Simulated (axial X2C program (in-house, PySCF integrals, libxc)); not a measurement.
Which molecule gave these maps?

PBE0 fields computed with an in-house relativistic program for diatomic molecules, two-component, near the equilibrium distance, one atom at z = 0.

The maps cover the half plane through the axis: z from -2.4 to 4.2 Å along the bond, ρ from 0.15 to 2.25 Å away from it.

log10 of the density in e/bohr³:

```
 ρ\z  -2.4  -1.8  -1.2  -0.6   0.0   0.6   1.2   1.8   2.4   3.0   3.6   4.2
0.15  -3.4  -2.4  -1.6  -0.9   1.1  -0.9  -1.0  -0.6  -0.5  -1.3  -2.2  -3.2
0.45  -3.4  -2.5  -1.7  -1.1  -0.3  -1.1  -1.1  -1.1  -1.1  -1.5  -2.3  -3.3
0.75  -3.6  -2.6  -1.9  -1.3  -1.2  -1.4  -1.4  -1.3  -1.4  -1.8  -2.5  -3.4
1.05  -3.8  -2.9  -2.1  -1.6  -1.5  -1.7  -1.8  -1.7  -1.8  -2.1  -2.8  -3.6
1.35  -4.0  -3.2  -2.5  -2.0  -1.9  -2.0  -2.1  -2.1  -2.2  -2.5  -3.1  -3.9
1.65  -4.3  -3.5  -2.8  -2.5  -2.3  -2.5  -2.6  -2.6  -2.7  -3.0  -3.5  -4.2
1.95  -4.6  -3.8  -3.3  -2.9  -2.8  -2.9  -3.0  -3.1  -3.1  -3.4  -3.9  -4.5
2.25  -4.9  -4.2  -3.7  -3.4  -3.3  -3.3  -3.5  -3.5  -3.6  -3.9  -4.3  -4.9
```

Electron localisation function (collinear form, no current term, damped to 0 at low density):

```
 ρ\z  -2.4  -1.8  -1.2  -0.6   0.0   0.6   1.2   1.8   2.4   3.0   3.6   4.2
0.15  0.21  0.95  0.99  0.08  0.51  0.07  0.95  0.08  0.16  0.99  0.99  0.62
0.45  0.15  0.94  0.99  0.28  0.51  0.18  0.92  0.30  0.34  0.99  0.98  0.49
0.75  0.07  0.89  0.98  0.90  0.15  0.55  0.82  0.75  0.88  0.98  0.96  0.26
1.05  0.02  0.75  0.96  0.96  0.76  0.55  0.63  0.67  0.83  0.94  0.87  0.08
1.35  0.00  0.42  0.88  0.91  0.75  0.41  0.38  0.46  0.65  0.81  0.53  0.01
1.65  0.00  0.10  0.63  0.74  0.55  0.24  0.19  0.23  0.36  0.45  0.11  0.00
1.95  0.00  0.01  0.21  0.39  0.27  0.11  0.07  0.08  0.11  0.09  0.01  0.00
2.25  0.00  0.00  0.02  0.09  0.08  0.04  0.02  0.02  0.02  0.01  0.00  0.00
```

Axial spin density in 10⁻³ e/bohr³:

```
 ρ\z  -2.4  -1.8  -1.2  -0.6   0.0   0.6   1.2   1.8   2.4   3.0  3.6  4.2
0.15   0.1   1.0   5.7   8.0  63.8  12.5  18.6  27.4  74.7  38.6  5.2  0.6
0.45   0.1   0.9   4.7   9.4   0.8  14.8  14.7   9.3  50.8  26.0  4.0  0.5
0.75   0.1   0.6   3.1   7.8   8.4  12.8   9.8   6.9  22.4  12.9  2.5  0.3
1.05   0.1   0.4   1.8   4.7   6.9   8.0   5.8   4.3   8.3   5.3  1.3  0.2
1.35   0.0   0.2   0.9   2.4   3.7   4.1   3.0   2.2   2.9   2.0  0.6  0.1
1.65   0.0   0.1   0.4   1.1   1.7   1.9   1.4   1.0   1.0   0.7  0.2  0.1
1.95   0.0   0.1   0.2   0.5   0.7   0.8   0.6   0.4   0.4   0.2  0.1  0.0
2.25   0.0   0.0   0.1   0.2   0.3   0.3   0.2   0.2   0.1   0.1  0.0  0.0
```

Question: Which molecule is it?
A. NhH
B. SiC⁻
C. TiN⁺
D. SiB⁺

Answer: D. SiB⁺, with Si at z = 0 and B at z = 2.110 Å, state Ω = 2 (⟨Sz⟩ = 1.00, ⟨Lz⟩ = 1.00 at PBE0), basis Si dyall-v3z [8s7p2d1f], B dyall-v3z [7s6p2d1f] (cores contracted in-house). The state is one determinant whose occupation by symmetry is held fixed; it was picked as the lowest of a PBE0 search that is not exhaustive. Density functionals use the spin component along the axis (collinear). PBE0 can misorder states that lie within some tenths of an eV, so this need not be the ground state of the molecule. The nearest other 2c determinant of the search, Ω = 1, lies 0.16 eV up at the distance of the search. The functionals have no current-density term, which raises determinants with orbital currents, atoms included. With several unpaired electrons one determinant need not be a pure state. Open-shell Ω = 0 determinants with evenly filled partner blocks cannot be reached by this program, so the Ω shown need not be the lowest component.
